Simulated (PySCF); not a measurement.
Match the calculated data to a structure.

All candidates are C5H8O.

| technique | computed result |
| --- | --- |
| UV, first state | lowest singlet excitation: 4.54 eV (273 nm, f = 0.000) [TDDFT B3LYP/def2-SVPD] |
| Triplet | lowest triplet excitation (Tamm–Dancoff): 4.02 eV [TDA B3LYP/def2-SVPD] |
| Dipole | 3.03 D [B3LYP/def2-SVPD] |
| UV, strongest line | among the 8 lowest singlet transitions: S3 at 6.99 eV (177 nm, f = 0.167) [TDDFT B3LYP/def2-SVPD] |
| Rotational structure | rotational constants A, B, C: 7.168, 2.656, 2.313 GHz [GFN2-xTB] |
| Polarisability | 61.5 au [B3LYP/def2-SVPD] |

Gas-phase values; electronic properties from PySCF, density fitting. Levels stand in brackets. One conformer (not necessarily the lowest) at the GFN2-xTB geometry, without solvent, vibrations or thermal averaging.

Question: Which candidate is it?
A. `COC1=C(C)C1`
B. `CC(=O)C1CC1`
C. `C=CO/C=C\C`

Answer: B. It is `CC(=O)C1CC1`. Numbering: `[CH3:1][C:2](=[O:3])[CH:4]1[CH2:5][CH2:6]1`. Its formula, C5H8O, gives 2 degrees of unsaturation: 1 ring and 1 π bond in the structure found. S1 is mainly HOMO→LUMO (weight 0.99); the largest Löwdin shares of the orbital it empties are 0.61 on the ketone oxygen, 0.12 on the ketone carbonyl carbon, 0.10 on the methyl carbon next to a carbonyl and 0.09 on the sp3 carbon next to a carbonyl, of the orbital it fills 0.38 on the ketone carbonyl carbon, 0.30 on the ketone oxygen, 0.07 on the methyl carbon next to a carbonyl and 0.05 on the sp3 carbon next to a carbonyl. The optimised geometry has point group Cs and is an asymmetric top.

The others, at the same levels:
- `COC1=C(C)C1` fails: its computed lowest singlet excitation is 5.27 eV (235 nm, f = 0.001) (against 4.54 eV), lowest triplet excitation (Tamm–Dancoff) is 4.49 eV (against 4.02 eV) and strongest line among the 8 lowest singlet transitions is S4 at 6.50 eV (191 nm, f = 0.163) (against S3 at 6.99 eV).
- `C=CO/C=C\C` fails: its computed lowest singlet excitation is 5.71 eV (217 nm, f = 0.020) (against 4.54 eV), strongest line among the 8 lowest singlet transitions is S2 at 5.78 eV (215 nm, f = 0.320) (against S3 at 6.99 eV) and static isotropic polarisability is 72.2 au (against 61.5 au).

Each candidate is one conformer, not necessarily the lowest. Dipoles, sizes and rotational constants follow the conformer. The torsions of the flexible species, by atom-mapped SMILES:
- `[CH3:1][C:2](=[O:3])[CH:4]1[CH2:5][CH2:6]1`: C1–C2–C4–C5 -146°
- `[CH3:1][O:2][C:3]1=[C:4]([CH3:5])[CH2:6]1`: C1–O2–C3–C4 1°
- `[CH2:1]=[CH:2][O:3]/[CH:4]=[CH:5]\[CH3:6]`: C1–C2–O3–C4 180°, C2–O3–C4–C5 180°
